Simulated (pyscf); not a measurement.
`[NH]=[SiH][Cl]` + `[H]` [doublet] -> `[N]=[SiH][Cl]` [doublet] + `[H][H]` (hydrogen abstraction; doublet surface; H–N broken, H–H formed). Structures and frequencies: ωB97X-D3(BJ)/def2-SVP in PySCF. Energies in kcal/mol from the separated reactants.

| level | barrier | reaction energy |
|---|---|---|
| PBE/def2-TZVP | 10.9 | +10.6 |
| B3LYP-D3(BJ)/def2-TZVP | (withheld) | +6.3 |
| PBE0-D3(BJ)/def2-TZVP | 14.3 | +11.2 |
| M06-2X/def2-TZVP | 18.2 | +10.5 |
| ωB97M-D3(BJ)/def2-TZVP | 16.5 | +10.0 |
| HF/def2-TZVP | (withheld) | (withheld) |

Problem. What belongs in the gaps?

Solution. 
- B3LYP-D3(BJ)/def2-TZVP, barrier: 10.7
- HF/def2-TZVP, barrier: 25.4
- HF/def2-TZVP, reaction energy: +2.8

The functionals in the table span 7.5 kcal/mol in this barrier, from B3LYP-D3(BJ) to M06-2X. The same reactants have a lower exit, to [HN=Si–Cl]• + H₂ (barrier +6.2 kcal/mol at ωB97M-D3(BJ)/def2-TZVP, against +16.5 kcal/mol here). HN=SiH–Cl lies 26.4 kcal/mol over its isomer H₂N–Si:–Cl [singlet] (electronic energy, ωB97M-D3(BJ)/def2-TZVP). [N=SiH–Cl]• lies 31.3 kcal/mol over its isomer [HN=Si–Cl]• (electronic energy, ωB97M-D3(BJ)/def2-TZVP). This is the saddle that the search found; another between the same sides may lie lower. The angle at the transferred H is 161°.
